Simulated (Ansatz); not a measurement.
# AlN2 (doublet): wave-function methods side by side, cc-pVDZ

One table from this session's results is given with a row withheld; the runs are named, their logs left out.

Method: cc-pVDZ, core rule «outside noble gas», up to 7 orbitals frozen; program: Ansatz 0.2.0, Gaussian basis.

The runs, in order: UHF; CCSD(T) on ROHF; CCSD(T) on UHF; CISD as a restricted active space (open shells left free, so some higher excitations enter); CCSDT(Q) on ROHF; CCSDT(Q) on UHF.

32 further runs of the same task are left out: 14 for a known fault of the program, 7 that didn't finish, 11 set aside as unsound or not needed. Runs told in other sessions of the task aren't counted.

**The geometry**

The geometry is a PBE0/def2-TZVP stationary point (not a proven minimum) of the parent state, kept for this charge and spin.

3 atoms, charge 0, spin multiplicity 2.

Atoms are counted from 1 here; the program's logs count them from 0.

Bond lengths: N1–Al2 1.795 Å, Al2–N3 1.795 Å. Angles: N1–Al2–N3 180.0°.

Set-up of the first run:

The input, in.yaml:

```yaml
crystal:
  periodic: [false, false, false]
  atoms:
    - {symbol: N, position_ang: [0.000000, 0.000000, 1.795300]}
    - {symbol: Al, position_ang: [0.000000, 0.000000, 0.000000]}
    - {symbol: N, position_ang: [0.000000, 0.000000, -1.795300]}
basis:
  gaussian: {orbitals: cc-pVDZ}
magnetization: {spin_polarized: true, initial_magnetization: 1}
hamiltonian: {xc: hf}
output: {orbitals: {seedname: orbitals}}
```

Launch:

```console
> ansatz run in.yaml --threads 1 --pin off --events-out ev --progress --plain --max-ram 2393MiB
```

Steps of the session up to this table: UHF; CCSD(T) on ROHF; CCSD(T) on UHF; CISD as a restricted active space (open shells left free, so some higher excitations enter); CCSDT(Q) on ROHF; CCSDT(Q) on UHF.

One of the session's tables, all rows but one given; the rest of the session is left out.

```
   method  from RCCSDT(Q) (kcal/mol)
     ROHF                    +323.39
     RMP2                    +122.44
     UMP2                     +88.34
     CISD                    +124.75
    RCCSD                     +73.13
    UCCSD                          ?
 RCCSD(T)                     +33.62
 UCCSD(T)                     +51.58
   RCCSDT                     +48.90
   UCCSDT                     +47.86
RCCSDT(Q)                          0
UCCSDT(Q)                     +44.55
```

Q: Estimate the row for UCCSD from the others.

**Answer.** from RCCSDT(Q) (kcal/mol): +61.49. In the column «from RCCSDT(Q) (kcal/mol)» it lies between UCCSD(T) (+51.58) and RCCSD (+73.13).

Left out of the table: UHF (another determinant or state than the rows shown).

Caveats from the session: The determinant of HF (⟨S²⟩ 2.32) is far from a pure spin state, so its energy mixes those of several spin states; that is harmless only where they are near-degenerate. The determinant of CCSD(T) (⟨S²⟩ 1.96) is far from a pure spin state, so its energy mixes those of several spin states; high orders of coupled cluster remove much of that, low ones don't. The determinant of CCSDT(Q) (⟨S²⟩ 1.96) is far from a pure spin state, so its energy mixes those of several spin states; high orders of coupled cluster remove much of that, low ones don't. The program flags RCCSD(T), RCCSDT(Q), UCCSDT(Q) as in doubt, so the zero of the table is itself unsure. Warnings: spin contamination; coupled cluster took another determinant than the lowest; large T1 diagnostic. Restricted and unrestricted rows rest on different reference determinants; a gap between their highest levels can come from leftover correlation error, from unlike frozen cores or from another state.
